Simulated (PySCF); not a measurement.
CHO, SMILES [CH]=O (connectivity only; charge and spin as stated), charge +1, multiplicity 1.

The structure is a stationary point at r2SCAN-D4/def2-TZVPD. The isomer is the one that the SMILES or the coordinates give; other isomers of the formula were not compared.

Method: ωB97X/def2-TZVPD in PySCF.

Computed frontier levels, gap, dipole moment and polarisability:
```
Item                                                             Value
------------------------------------------------  --------------------
highest occupied level                                       -25.43 eV
lowest empty level                                            -7.54 eV
orbital gap                                                   17.88 eV
dipole moment about the centre of nuclear charge                3.75 D
mean static polarisability                         9.7 bohr³ (1.43 Å³)
polarisability, principal values                  7.7, 7.7, 13.7 bohr³
```
